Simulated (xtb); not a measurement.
C2H5S, doublet, geometry from GFN2-xTB; GFN1-xTB in xtb.

Input for xtb:
```
$ xtb mol.xyz --gfn 1 --chrg 0 --uhf 1 --json

# file mol.xyz
8

C      1.53299942     0.71450865    -0.07982546
C      0.06095953     0.70378944    -0.22714829
S     -0.80517238    -0.73669354     0.18351772
H     -2.02845725    -0.24935278    -0.03240556
H     -0.41201640     1.36171374    -0.93464300
H      1.87938030     1.72772034     0.12702719
H      1.83695475     0.06093026     0.73566701
H      2.04314293     0.37629641    -0.99008672
```

Q: Predict the main parts of the log of this xtb run.

A: 
```
   ID    Z sym.   atoms
    1    6 C      1, 2
    2   16 S      3
    3    1 H      4-8

           -------------------------------------------------
          |                Calculation Setup                |
           -------------------------------------------------

           -------------------------------------------------
          |                 G F N 1 - x T B                 |
           -------------------------------------------------

          ...................................................
          :                      SETUP                      :
          :.................................................:
          :  # basis functions                  28          :
          :  # atomic orbitals                  27          :
          :  # shells                           17          :
          :  # electrons                        19          :
          :  # halogen bonds                     0          :
          :  max. iterations                   250          :
          :  Hamiltonian                  GFN1-xTB          :
          :  restarted?                      false          :
          :  GBSA solvation                  false          :
          :  PC potential                    false          :
          :  electronic temp.          300.0000000     K    :
          :  accuracy                    1.0000000          :
          :  -> integral cutoff          0.2500000E+02      :
          :  -> integral neglect         0.1000000E-07      :
          :  -> SCF convergence          0.1000000E-05 Eh   :
          :  -> wf. convergence          0.2000000E-04 e    :
          :  Broyden damping             0.4000000          :
          :  net charge                          0          :
          :  unpaired electrons                  1          :
          ...................................................

 iter      E             dE          RMSdq      gap      omega  full diag
   1    -10.6458782 -0.106459E+02  0.717E+00    3.97       0.0  T
   2    -10.6530536 -0.717536E-02  0.425E+00    3.93       1.0  T
   3    -10.6527204  0.333179E-03  0.608E-01    4.11       1.0  T
   4    -10.6538707 -0.115029E-02  0.162E-01    3.93       1.0  T
   5    -10.6539876 -0.116981E-03  0.195E-02    3.97       1.8  T
   6    -10.6539889 -0.125894E-05  0.558E-03    3.97       6.3  T
   7    -10.6539890 -0.755047E-07  0.257E-04    3.97     137.6  T
   8    -10.6539890 -0.160794E-09  0.635E-05    3.97     556.4  T
[...]
         :: total energy             -10.547886898154 Eh    ::
[...]
        18                         -0.0324670              -0.8835
        19                         -0.0305187              -0.8305
        20                         -0.0067101              -0.1826
        21                          0.1858366               5.0569
       ...                                ...                  ...
        27                          0.5094457              13.8627
      -------------------------------------------------------------
                  HL-Gap            0.1457959 Eh            3.9673 eV
             Fermi-level           -0.3072466 Eh           -8.3606 eV

  Mulliken/CM5 charges         n(s)   n(p)   n(d)
     1C    -0.06974 -0.21430   0.999  3.070  0.000
     2C    -0.05718 -0.10623   1.061  2.996  0.000
     3S    -0.11906 -0.20717   1.911  4.179  0.028
     4H     0.13238  0.20098   0.868  0.000  0.000
     5H     0.01886  0.07589   0.981  0.000  0.000
     6H     0.02935  0.08105   0.971  0.000  0.000
     7H     0.03156  0.08497   0.968  0.000  0.000
     8H     0.03382  0.08481   0.966  0.000  0.000

Wiberg/Mayer (AO) data.
largest (>0.10) Wiberg bond orders for each atom

 ---------------------------------------------------------------------------
     #   Z sym  total        # sym  WBO       # sym  WBO       # sym  WBO
 ---------------------------------------------------------------------------
     1   6 C    3.998 --     2 C    1.066     7 H    0.983     6 H    0.974
                             8 H    0.957
     2   6 C    3.436 --     3 S    1.330     1 C    1.066     5 H    0.986
     3  16 S    2.349 --     2 C    1.330     4 H    0.971
     4   1 H    0.994 --     3 S    0.971
     5   1 H    1.005 --     2 C    0.986
     6   1 H    1.013 --     1 C    0.974
     7   1 H    1.008 --     1 C    0.983
     8   1 H    1.007 --     1 C    0.957
 ---------------------------------------------------------------------------

Topologies differ in total number of bonds
Writing topology from bond orders to xtbtopo.mol

 dipole moment from electron density (au)
     X       Y       Z
  -0.2300   0.1700  -0.2205  total (Debye):    0.918

           -------------------------------------------------
          | TOTAL ENERGY              -10.547886898154 Eh   |
          | GRADIENT NORM               0.012662663908 Eh/α |
          | HOMO-LUMO GAP               3.967307988409 eV   |
           -------------------------------------------------

normal termination of xtb
```
